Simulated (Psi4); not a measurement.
# NSF3 (SMILES N#S(F)(F)F): B2PLYP/def2-SVPD (density fitting for correlation)

What is the energy change on altering one bond length of NSF3 at B2PLYP/def2-SVPD (density fitting for correlation)? 

The calculation is run with Psi4 1.11.

3 further runs of the same task are left out: 1 that didn't finish, 2 set aside as unsound or not needed.

## (1) The structure to begin with

NSF3: 5 atoms, total charge 0, spin state singlet. As SMILES, `N#S(F)(F)F`. The coordinates come from a PBE0-D4/def2-TZVP relaxation.

Bond lengths: N1–S2 1.409 Å, S2–F3 1.555 Å, S2–F4 1.555 Å, S2–F5 1.555 Å. Angles: N1–S2–F3 122.6°, N1–S2–F4 122.6°, N1–S2–F5 122.6°, F3–S2–F4 93.7°, F3–S2–F5 93.7°, F4–S2–F5 93.7°.

## (2) A single-point energy at B2PLYP/def2-SVPD (density fitting for correlation)

job.dat reads:

```
memory 2.2 GB

molecule {
  N     -0.349630    -0.004150     1.591380
  S     -0.047340    -0.000560     0.215490
  F      1.023370    -0.939300    -0.408980
  F     -1.108620    -0.317610    -0.875740
  F      0.482210     1.261610    -0.522150
  symmetry c1
  no_reorient
  no_com
}

set {
  basis def2-SVPD
  puream true
  e_convergence 1e-09
  d_convergence 1e-08
  scf_type pk
  dft_radial_points 99
  dft_spherical_points 590
  num_frozen_docc 9
}

energy("b2plyp")
```

Run with:

```bash
psi4 -i job.dat -o job.out -n 1
```

job.out:

```text
[...]
  Running in c1 symmetry.
[...]
  Nuclear repulsion =  284.226728899419868
[...]
  Multiplicity = 1
[...]
  Nalpha       = 25
  Nbeta        = 25
[...]
    Number of basis functions: 116
[...]
   @RKS iter   1:  -750.95000087588483    6.32088e-01   7.20698e-03 DIIS/ADIIS
[...]
   @RKS iter  11:  -751.23857176100989   -1.03455e-11   3.62431e-09 DIIS
[...]
    Orbital Energies [Eh]
    ---------------------
    Doubly Occupied:
       1A    -90.499018     2A    -25.474716     3A    -25.474659
       4A    -25.474656     5A    -14.891109     6A     -8.685022
       7A     -6.538058     8A     -6.538058     9A     -6.536475
      10A     -1.544357    11A     -1.449767    12A     -1.449765
      13A     -1.115910    14A     -0.862502    15A     -0.755765
      16A     -0.755765    17A     -0.677051    18A     -0.655825
      19A     -0.655823    20A     -0.604236    21A     -0.604236
      22A     -0.591787    23A     -0.484035    24A     -0.409998
      25A     -0.409997
[...]
  @RKS Final Energy:  -751.23857176100989
   => Energetics <=
    Nuclear Repulsion Energy =            284.2267288994198680
    One-Electron Energy =               -1602.7469815520128122
    Two-Electron Energy =                 597.8541364749908098
    DFT Exchange-Correlation Energy =     -30.5724555834077343
    Empirical Dispersion Energy =           0.0000000000000000
    VV10 Nonlocal Energy =                  0.0000000000000000
    Total Energy =                       -751.2385717610098936
[...]
 Multipole Moments:
 ------------------------------------------------------------------------------------
     Multipole            Electronic (a.u.)      Nuclear  (a.u.)        Total (a.u.)
 ------------------------------------------------------------------------------------
 L = 1.  Multiply by 2.5417464519 to convert [e a0] to [Debye]
 Dipole X            :         -0.5270141            0.6950224            0.1680083
 Dipole Y            :         -0.0061001            0.0081069            0.0020068
 Dipole Z            :          2.3993749           -3.1640251           -0.7646502
 Magnitude           :                                                    0.7828926
[...]
```

Wall time 18 s (1 thread of Intel Xeon Platinum 8375C at 2.90GHz (Ice Lake), shared host); peak memory 0.73 GiB.

## (3) The distorted shape

f3ns.json reads:

```json
{
 "schema_name": "qcschema_input",
 "schema_version": 1,
 "molecule": {
  "schema_name": "qcschema_molecule",
  "schema_version": 2,
  "symbols": ["N", "S", "F", "F", "F"],
  "geometry": [-1.86154653, -2.87001966, 4.67999179, -1.29030122, -2.86323555, 2.07993651, 0.73304744, -4.63719705, 0.89985923, -3.29582976, -3.46237321, 0.01781067, 0.91124483, 2.38409738, -0.9867205],
  "molecular_charge": 0,
  "molecular_multiplicity": 1,
  "fix_symmetry": "c1",
  "fix_com": true,
  "fix_orientation": true
 },
 "driver": "energy",
 "model": {
  "method": "b2plyp",
  "basis": "def2-SVPD"
 },
 "keywords": {
  "puream": true,
  "e_convergence": 1e-09,
  "d_convergence": 1e-08,
  "scf_type": "pk",
  "dft_radial_points": 99,
  "dft_spherical_points": 590,
  "num_frozen_docc": 9
 }
}
```

Run with:

```bash
psi4 --qcschema f3ns.json -n 1 --memory 2200MB
```

stdout:

```text
[...]
  Running in c1 symmetry.
[...]
  Nuclear repulsion =  236.845827002925745
[...]
  Multiplicity = 1
[...]
  Nalpha       = 25
  Nbeta        = 25
[...]
    Number of basis functions: 116
[...]
   @RKS iter   1:  -750.60730443474858    3.03760e-01   7.95293e-03 ADIIS/DIIS
[...]
   @RKS iter  18:  -751.04434015124980   -2.50111e-12   5.69464e-09 DIIS
[...]
    Orbital Energies [Eh]
    ---------------------
    Doubly Occupied:
       1A    -90.505749     2A    -25.534963     3A    -25.534962
       4A    -25.287533     5A    -15.010754     6A     -8.705746
       7A     -6.557741     8A     -6.557726     9A     -6.554576
      10A     -1.567142    11A     -1.500893    12A     -1.208295
      13A     -1.172244    14A     -0.895985    15A     -0.788233
      16A     -0.747145    17A     -0.719161    18A     -0.677518
      19A     -0.652526    20A     -0.596075    21A     -0.538596
      22A     -0.502167    23A     -0.410746    24A     -0.410720
      25A     -0.354478
[...]
  @RKS Final Energy:  -751.04434015124980
   => Energetics <=
    Nuclear Repulsion Energy =            236.8458270029257449
    One-Electron Energy =               -1507.9580546494100872
    Two-Electron Energy =                 550.5374293295101324
    DFT Exchange-Correlation Energy =     -30.4695418342755069
    Empirical Dispersion Energy =           0.0000000000000000
    VV10 Nonlocal Energy =                  0.0000000000000000
    Total Energy =                       -751.0443401512497985
[...]
 Multipole Moments:
 ------------------------------------------------------------------------------------
     Multipole            Electronic (a.u.)      Nuclear  (a.u.)        Total (a.u.)
 ------------------------------------------------------------------------------------
 L = 1.  Multiply by 2.5417464519 to convert [e a0] to [Debye]
 Dipole X            :         47.6550039          -48.5394826           -0.8844788
 Dipole Y            :        114.9951455         -117.3411623           -2.3460169
 Dipole Z            :        -64.5022306           65.4174713            0.9152407
 Magnitude           :                                                    2.6690379
[...]
```

The result, in JSON:

```text
{
 "driver": "energy",
 "model": {
  "method": "b2plyp",
  "basis": "def2-SVPD"
 },
 "success": true,
 "return_result": -751.4138045828813,
 "properties": {
  "calcinfo_nbasis": 116,
  "calcinfo_nmo": 116,
  "calcinfo_nalpha": 25,
  "calcinfo_nbeta": 25,
  "calcinfo_natom": 5,
  "nuclear_repulsion_energy": 236.84582700292574,
  "return_energy": -751.4138045828813,
  "scf_one_electron_energy": -1507.95805464941,
  "scf_two_electron_energy": 550.5374293295101,
  "scf_xc_energy": -30.469541834275507,
  "scf_dipole_moment": [-0.8844787589906247, -2.346016871546084, 0.9152406789158931],
  "scf_total_energy": -751.0443401512498,
  "scf_iterations": 18
 }
}
```

Run time: 24 s. Hardware: 1 thread of Intel Xeon Platinum 8375C at 2.90GHz (Ice Lake), shared host; peak memory 0.71 GiB.

## (4) Summary of results

Level: B2PLYP/def2-SVPD (density fitting for correlation), 9 core orbitals frozen.

| quantity | value |
| --- | --- |
| first shape: total energy | -751.54756 Eh |
| first shape: HOMO energy (SCF part's orbitals) | -11.16 eV |
| first shape: LUMO energy (SCF part's orbitals) | -0.16 eV |
| first shape: HOMO–LUMO gap (SCF part's orbitals) | 11.00 eV |
| distorted shape: total energy | -751.41380 Eh |
| distorted shape: HOMO energy (SCF part's orbitals) | -9.65 eV |
| distorted shape: LUMO energy (SCF part's orbitals) | -6.75 eV |
| distorted shape: HOMO–LUMO gap (SCF part's orbitals) | 2.89 eV |
| energy change with the S2–F5 bond stretched from 1.555 to 3.421 Å | 3.640 eV |

In words: One bond (distorted shape) is far stretched, which a spin-restricted single reference describes badly; perturbation theory on it can break down and give far too much correlation. With the S2–F5 bond stretched from 1.555 to 3.421 Å the energy rises by 3.64 eV (84 kcal/mol). The first shape isn't relaxed at this level, so the change isn't measured from a minimum. A restricted reference can't describe the breaking bond well at this length.
